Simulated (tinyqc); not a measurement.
Inside a calculation. Method: CIS on RHF in the sto-3g basis, frozen core, for H2O, spin multiplicity 1. One step of it, computed by the program tinyqc.

Task: CIS triplet states. Diagonalise A (1 hartree = 27.211386 eV); each vector has its largest component positive (the first on a tie).

CIS matrix A, triplet (hartree):
```
           2>6        2>7        3>6        3>7        4>6        4>7       5>6       5>7
2>6   1.086584   0.000000   0.000000  -0.082743  -0.044818   0.000000  0.000000  0.000000
2>7   0.000000   1.163201  -0.082743   0.000000   0.000000   0.015645  0.000000  0.000000
3>6   0.000000  -0.082743   0.455860   0.000000   0.000000  -0.062484  0.000000  0.000000
3>7  -0.082743   0.000000   0.000000   0.507487  -0.062484   0.000000  0.000000  0.000000
4>6  -0.044818   0.000000   0.000000  -0.062484   0.376661   0.000000  0.000000  0.000000
4>7   0.000000   0.015645  -0.062484   0.000000   0.000000   0.433697  0.000000  0.000000
5>6   0.000000   0.000000   0.000000   0.000000   0.000000   0.000000  0.284213  0.000000
5>7   0.000000   0.000000   0.000000   0.000000   0.000000   0.000000  0.000000  0.346555
```

Give: triplet excitation energies; lowest vectors.

Result:

triplet excitation energies (eV): 7.7338  9.3707  9.4302  10.3141  13.6130  14.3243  29.9314  31.9313

lowest vectors:
```
     state 1  state 2  state 3  state 4  state 5  state 6
2>6   0.0000   0.0996   0.0000   0.0000   0.0000   0.1013
2>7   0.0000   0.0000   0.0000   0.0553   0.1078   0.0000
3>6   0.0000   0.0000   0.0000   0.6652   0.7374   0.0000
3>7   0.0000   0.3996   0.0000   0.0000   0.0000   0.9070
4>6   0.0000   0.9113   0.0000   0.0000   0.0000  -0.4088
4>7   0.0000   0.0000   0.0000   0.7446  -0.6668   0.0000
5>6   1.0000   0.0000   0.0000   0.0000   0.0000   0.0000
5>7   0.0000   0.0000   1.0000   0.0000   0.0000   0.0000
```
